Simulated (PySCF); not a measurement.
## Name the molecule from its bond curve

A diatomic of charge +1 contains O. Its triplet curve at PBE0 in a triple-zeta basis (no relativity, PySCF), in eV from the separated fragments:

R (Å), E (eV) and a bar:
```
    0.891     -4.699 #####################
    0.932     -4.965 ##########
    0.974     -5.117 ###
    1.005     -5.173 #
    1.036     -5.190 
    1.067     -5.174 #
    1.109     -5.113 ###
    1.160     -4.990 #########
    1.222     -4.795 #################
    1.305     -4.491 ##############################
```

The fit gives ωe = 3100 cm⁻¹ and the rotational constant Bₑ = 16.59 cm⁻¹.

Q: Which atom is the partner?

A: The minimum lies at 1.035 Å, so the reduced mass is 16.8576 u Å² cm⁻¹/(Bₑ·Re²) = 0.9486 u. With O at 15.99 u the partner weighs about 1.0 u: H. The molecule is OH⁺.

The state was picked by a PBE0 search and need not be the measured ground state.
